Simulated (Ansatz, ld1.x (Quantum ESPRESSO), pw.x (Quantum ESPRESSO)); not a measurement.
# What a changed setting does to a pw.x run (bcc Rb)

Potential: norm-conserving Troullier–Martins (Kleinman–Bylander form), ld1.x (Quantum ESPRESSO) 7.5, PBE; core [Kr], reference 5s1 5p0; waves: 5p (bound, empty): rc 4.20 bohr; 4d channel at 0.3 Ry: rc 4.25 bohr; 4f channel at -0.1 Ry: rc 3.45 bohr; 5s (bound): rc 3.70 bohr; local part: the s channel; core correction: Bessel-smoothed model core inside 3.25 bohr.

The reference run (k-mesh 8³, cutoffs 50/200 Ry, Fermi–Dirac 0.01 Ry, mixing_beta 0.4, conv_thr 1e-9, no spin) gives -0.03 GPa at 91.801 Å³/atom, where all-electron LAPW gives -0.00 GPa. This run, with its own iteration cap, changes smearing to mv.

```
&control
  calculation='scf', prefix='x', pseudo_dir='./', outdir='./tmp', tstress=.true., disk_io='none'
/
&system
  ibrav=0, nat=1, ntyp=1, ecutwfc=50, ecutrho=200, nbnd=7,
  occupations='smearing', smearing='mv', degauss=0.01
/
&electrons
  conv_thr=1e-09, mixing_beta=0.4, electron_maxstep=60
/
ATOMIC_SPECIES
Rb 1.0 Rb.UPF
CELL_PARAMETERS angstrom
  -2.84181503 2.84181503 2.84181503
  2.84181503 -2.84181503 2.84181503
  2.84181503 2.84181503 -2.84181503
ATOMIC_POSITIONS crystal
Rb 0.0000 0.0000 0.0000
K_POINTS automatic
8 8 8 0 0 0
```

```bash
pw.x < Rb.scf.in > Rb.scf.out
```

Q: How does the run end?

A: It converges in 6 iterations; the free energy moves by +31.2 meV/atom and the pressure by -0.01 GPa. This scheme is built to cancel the term in the square of the width that Fermi–Dirac smearing leaves in the F of a metal.

```
Message from routine setup:
     using ibrav=0 with symmetry is DISCOURAGED, use correct ibrav instead
     lattice parameter (alat)  =       9.3015  a.u.
     unit-cell volume          =     619.5039 (a.u.)^3
     number of electrons       =         1.00
     number of Kohn-Sham states=            7
     kinetic-energy cutoff     =      50.0000  Ry
     charge density cutoff     =     200.0000  Ry
     scf convergence threshold =      1.0E-09
     Exchange-correlation= PBE
     number of k points=    29  Marzari-Vanderbilt smearing, width (Ry)=  0.0100
     iteration #  1     ecut=    50.00 Ry     beta= 0.40
     c_bands:  4 eigenvalues not converged
     total energy              =      -3.14647222 Ry
     estimated scf accuracy    <       0.00044878 Ry
     iteration #  2     ecut=    50.00 Ry     beta= 0.40
     total energy              =      -3.14653779 Ry
     estimated scf accuracy    <       0.00016822 Ry
     iteration #  3     ecut=    50.00 Ry     beta= 0.40
     total energy              =      -3.14654274 Ry
     estimated scf accuracy    <       0.00000004 Ry
     iteration #  4     ecut=    50.00 Ry     beta= 0.40
     c_bands:  1 eigenvalues not converged
     total energy              =      -3.14654312 Ry
     estimated scf accuracy    <       0.00000002 Ry
     iteration #  5     ecut=    50.00 Ry     beta= 0.40
     total energy              =      -3.14654316 Ry
     estimated scf accuracy    <       0.00000004 Ry
     iteration #  6     ecut=    50.00 Ry     beta= 0.40
     the Fermi energy is    -0.3924 ev
!    total energy              =      -3.14654317 Ry
     estimated scf accuracy    <          6.2E-10 Ry
     smearing contrib. (-TS)   =      -0.00027812 Ry
     The total energy is F=E-TS. E is the sum of the following terms:
     one-electron contribution =       0.25897428 Ry
     hartree contribution      =       0.00147228 Ry
     xc contribution           =      -3.06787895 Ry
     ewald contribution        =      -0.33883265 Ry
     convergence has been achieved in   6 iterations
          total   stress  (Ry/bohr**3)                   (kbar)     P=       -0.35
     Message from routine punch:
     Nothing written, as per user request (disk_io='none')
```

The run took about 14 s on one core of a shared host (Neoverse-V1, 32 threads, 247 GiB, load 17).
